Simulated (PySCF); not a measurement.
A rate constant, worked out

An elementary step of AlH3O2, closed shell (AlH₃O₂ ([OH][AlH][OH]) → AlHO₂ ([O][Al][OH]) + H₂; Al–H, O–H broken or loosened, H–H formed or tightened). The start structure is the reactant molecule, and the electronic barrier above it is 2.995 eV by CCSD(T) at an estimated basis limit (MP2 extrapolated from triple and quadruple zeta, plus CCSD(T) − MP2 in triple zeta). Computed with PySCF 2.14 with density fitting (its default auxiliary sets; JK sets also for MP2 and CCSD(T)) (basis: def2-TZVPP and def2-QZVPP); correlated methods freeze the cores. Extrapolation: Hartree–Fock as exp(−7.88 √X), correlation as X^−2.97. Harmonic wavenumbers (analytic Hessian with the translational sum rule) at PBE0-D4/def2-TZVP (PySCF 2.14 with density fitting (its default auxiliary sets; JK sets also for MP2 and CCSD(T))), in cm⁻¹:

Start: 236, 334, 376, 506, 570, 634, 691, 801, 932, 1979, 3959, 3968.

Saddle: 688i, 199, 225, 267, 515, 719, 787, 1011, 1156, 1703, 2634, 3979.

**Question.** Work out the transition-state-theory rate constant at 400 K from these numbers alone (harmonic vibrations; rotation, path degeneracy and anharmonicity left out), and the Wigner tunnelling factor. Use 1 cm⁻¹ = 1.2398 × 10⁻⁴ eV and k_B = 8.617 × 10⁻⁵ eV/K.

**Answer.** Zero-point energies, half the sums: start 14986/2 cm⁻¹ = 0.9290 eV; saddle, real modes only, 13195/2 cm⁻¹ = 0.8180 eV.
Barrier with zero-point energy: 2.995 + 0.8180 − 0.9290 = 2.8840 eV.
k_BT = 0.03447 eV, so the barrier is 83.67 k_BT.
Vibrational partition functions from the zero-point level, ln q = −Σ ln(1 − exp(−hν/k_BT)): start 1.819, saddle 2.097.
k = (k_BT/h) exp(ln q‡ − ln q) exp(−E0/k_BT), with log₁₀(k_BT/h in s⁻¹) = 12.92: log₁₀ k = 12.92 + (0.278 − 83.67)/2.3026 = -23.30, so k ≈ 5 × 10^(-24) s⁻¹.
Wigner factor: 1 + (hν‡/k_BT)²/24 = 1 + (2.47)²/24 = 1.26. A change of 1 kcal/mol (0.043 eV) in the barrier would change k by a factor of 3.5 at this temperature.

No T1 diagnostic of these runs exceeds 0.025.

Labels in which every atom is bracketed show which atoms are joined, not bond orders.

For scale, one of the runs: CCSD(T)/def2-TZVPP, 146 basis functions, launched by `OMP_NUM_THREADS=4 python run.py`. The run took 74 s on 4 CPU threads of an Arm Neoverse V2 (shared host), with 0.89 GiB of host memory at its peak.
